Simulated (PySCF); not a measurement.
The dipole of fluoroacetylene, `C#CF` from its density and from atomic charges.

Coordinates (GFN2-xTB, Å) and charges (e) from the PBE0/pcSseg-1 density (PySCF):

| atom | x | y | z | Mulliken | IAO | Hirshfeld | ESP-fitted |
| --- | --- | --- | --- | --- | --- | --- | --- |
| C1 | -0.624 | 0.025 | -0.031 | -0.2028 | -0.3130 | -0.1383 | -0.6231 |
| C2 | 0.516 | -0.018 | -0.380 | +0.2904 | +0.2664 | +0.0482 | +0.3224 |
| F3 | 1.743 | -0.067 | -0.754 | -0.1797 | -0.1653 | -0.0046 | -0.0580 |
| H4 | -1.624 | 0.065 | 0.270 | +0.0922 | +0.2119 | +0.0946 | +0.3587 |

Task: Form Σ q r in debye for every column and set it beside the full dipole.

Result: The full density gives (-0.61, 0.03, 0.18) D, 0.64 D in size; dipole vectors point from the negative to the positive end.

```
    scheme     μx    μy    μz  size (D)  share of the full size (%)  angle to the full dipole (°)
  Mulliken  -0.90  0.04  0.27      0.94                         146                             0
       IAO  -1.44  0.06  0.44      1.50                         234                             0
 Hirshfeld  -0.24  0.01  0.07      0.25                          40                             0
ESP-fitted  -0.62  0.03  0.18      0.65                         101                             0
```

Task: Which set comes closest?

Result: Length of the difference vector: ESP-fitted 0.00 D, Mulliken 0.30 D, Hirshfeld 0.39 D, IAO 0.86 D. Closest: ESP-fitted. The schemes that divide the density aren't constrained to reproduce the dipole.

Task: What is left for the Hirshfeld atoms' own dipoles?

Result: The shares of the density sum to the whole, so what Σ q r misses lies in dipoles about the nuclei. The atomic dipoles sum to (-0.61, 0.03, 0.18) − (-0.24, 0.01, 0.07) = (-0.37, 0.02, 0.11) D, 0.39 D in size.

Task: With the origin at the mean of the coordinates, (0.003, 0.001, -0.224) Å, which are the largest single terms, by size, of the IAO dipole along the direction of the full one?

Result: H4 +1.73, F3 +1.45, C1 -0.99, C2 -0.69 D; all 4 atoms together +1.50 D. The single terms depend on the origin, their sum doesn't.

Task: Give the size of the full dipole in other units.

Result: 0.64 D = 0.253 au = 0.134 e·Å = 2.14 × 10⁻³⁰ C·m.

Geometry: GFN2-xTB; no solvent, vibrations or thermal averaging.
